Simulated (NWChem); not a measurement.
Program: NWChem. System: Cl, charge 0, spin multiplicity 2. Its SCF solution wasn't tested for a lower state. Level: ROCCSD(T)/cc-pVQZ, 5 core orbitals frozen.

NWChem printed:

```
             Northwest Computational Chemistry Package (NWChem) 7.3.0
             --------------------------------------------------------

                                NWChem Input Module
                                -------------------

 Scaling coordinates for geometry "geometry" by  1.889725989
 (inverse scale =  0.529177249)

                             Geometry "geometry" -> ""
                             -------------------------

 Output coordinates in angstroms (scale by  1.889725989 to convert to a.u.)

  No.       Tag          Charge          X              Y              Z
 ---- ---------------- ---------- -------------- -------------- --------------
    1 Cl                  17.0000     0.00000000     0.00000000     0.00000000

 Effective nuclear repulsion energy (a.u.)       0.0000000000

            Nuclear Dipole moment (a.u.)
            ----------------------------
        X                 Y               Z
 ---------------- ---------------- ----------------
     0.0000000000     0.0000000000     0.0000000000

      Symmetry information
      --------------------

 Group name             D2h
 Group number             26
 Group order               8
 No. of unique centers     1

      Symmetry unique atoms

     1


 Summary of "ao basis" -> "" (spherical)
 ------------------------------------------------------------------------------
       Tag                 Description            Shells   Functions and Types
 ---------------- ------------------------------  ------  ---------------------
 *                          cc-pvqz                   on all atoms

 Summary of "ao basis" -> "ao basis" (spherical)
 ------------------------------------------------------------------------------
       Tag                 Description            Shells   Functions and Types
 ---------------- ------------------------------  ------  ---------------------
 Cl                         cc-pvqz                 17       59   6s5p3d2f1g

                                 NWChem SCF Module
                                 -----------------

  ao basis        = "ao basis"
  functions       =    59
  atoms           =     1
  closed shells   =     8
  open shells     =     1
  charge          =   0.00
  wavefunction    = ROHF
  use symmetry    = T
  symmetry adapt  = T

 Summary of "ao basis" -> "ao basis" (spherical)
 ------------------------------------------------------------------------------
       Tag                 Description            Shells   Functions and Types
[...]
     2   2 0 0     -8.113186     -2.360482      0.000000
     2   1 1 0     -0.000000      0.000000      0.000000
     2   1 0 1     -0.000000     -0.000000      0.000000
     2   0 2 0     -9.749633     -0.754696      0.000000
     2   0 1 1     -0.000000     -0.000000      0.000000
     2   0 0 2     -9.749633     -0.754696      0.000000

                   NWChem Extensible Many-Electron Theory Module
                   ---------------------------------------------


            General Information
            -------------------
      Number of processors :     1
         Wavefunction type : Restricted open-shell Hartree-Fock
          No. of electrons :    17
           Alpha electrons :     9
            Beta electrons :     8
           No. of orbitals :   118
            Alpha orbitals :    59
             Beta orbitals :    59
        Alpha frozen cores :     5
         Beta frozen cores :     5
     Alpha frozen virtuals :     0
      Beta frozen virtuals :     0
         Spin multiplicity : doublet
    Number of AO functions :    59
       Number of AO shells :    17
        Use of symmetry is : on
      Symmetry adaption is : on
         Schwarz screening : 0.10D-09

          Correlation Information
          -----------------------
          Calculation type : Coupled-cluster singles & doubles w/ perturbation
   Perturbative correction : (T)
            Max iterations :      100
        Residual threshold : 0.10D-05
     T(0) DIIS level shift : 0.00D+00
     L(0) DIIS level shift : 0.00D+00
     T(1) DIIS level shift : 0.00D+00
     L(1) DIIS level shift : 0.00D+00
     T(R) DIIS level shift : 0.00D+00
     T(I) DIIS level shift : 0.00D+00
   CC-T/L Amplitude update :  5-th order DIIS
                I/O scheme : Global Array Library
        L-threshold :  0.10D-05
        EOM-threshold :  0.10D-05
 no EOMCCSD initial starts read in
 TCE RESTART OPTIONS
 SLICE:      F
 D4D5:       F
 quantumc:   F
 qrotation:  F
 pwtce:      F
 qducc:      F
 nacto:                         0
 nrotv:                         0
 nrot:                          0

            Memory Information
            ------------------
          Available GA space size is     249029838 doubles
          Available MA space size is     104853732 doubles

 Maximum block size supplied by input
 Maximum block size        24 doubles

 tile_dim =     12

 -------------------------------------------------

 Global array virtual files algorithm will be used

 Parallel file system coherency ......... OK

 4-electron integrals stored in orbital form

 v2    file size   =           235714
 4-index algorithm nr.  13 is used
 imaxsize =       30
 imaxsize ichop =        0


CCSD iterations
 ---------------------------------------------------------
 Iter          Residuum       Correlation     Cpu    Wall
 ---------------------------------------------------------
    1   0.1134199408484  -0.1874182918742     0.6     0.6
    2   0.0261570293576  -0.1988035488418     0.6     0.6
    3   0.0082853170028  -0.2017630802365     0.6     0.6
    4   0.0029858149052  -0.2024025242722     0.6     0.6
    5   0.0011954646490  -0.2026026127462     0.7     0.7
    6   0.0001684255959  -0.2026998057626     0.6     0.6
    7   0.0000469521974  -0.2027037988749     0.6     0.6
    8   0.0000176003181  -0.2027034946655     0.6     0.6
    9   0.0000070219571  -0.2027035363406     0.6     0.6
   10   0.0000029301765  -0.2027035436574     0.6     0.6
   11   0.0000004740176  -0.2027035594983     0.6     0.6
 -----------------------------------------------------------------
 Iterations converged
 CCSD correlation energy / hartree =        -0.202703559498253
 CCSD total energy / hartree       =      -459.685940813153650

 Singles contributions

 Doubles contributions
 CCSD(T)
 Using plain CCSD(T) code
             total no. of tasks         2792
 total no. of tasks / no. procs         2792
                         wl_min            2           1.1
                         wl_max         1728           3.5
        thresh for no. of tasks         2792

 CCSD[T]  correction energy / hartree =        -0.007490674199961
 CCSD[T] correlation energy / hartree =        -0.210194233698214
 CCSD[T] total energy / hartree       =      -459.693431487353621
 CCSD(T)  correction energy / hartree =        -0.007520989563264
 CCSD(T) correlation energy / hartree =        -0.210224549061517
 CCSD(T) total energy / hartree       =      -459.693461802716911

 Task  times  cpu:       15.7s     wall:       15.7s

 Total times  cpu:       15.7s     wall:       15.7s
```

Question: Write an NWChem input that would produce this output.

Answer: This is not unique; one that fits is 
```
start mol
memory heap 100 mb stack 700 mb global 1900 mb
geometry units angstroms nocenter noautoz
  Cl     0.000000     0.000000     0.000000
  symmetry group D2h
end
basis spherical
  * library cc-pvqz
end
scf
  rohf
  nopen 1
  maxiter 100
  thresh 1e-7
  semidirect memsize 60000000 filesize 0
  # guess.movecs holds the orbitals of an unrestricted PBE0 run
  vectors input guess.movecs swap 7 9 output mol.movecs
end
tce
  freeze core 5
  ccsd(t)
  2eorb
  2emet 13
  thresh 1e-6
  maxiter 100
  tilesize 24
end
task tce energy
```
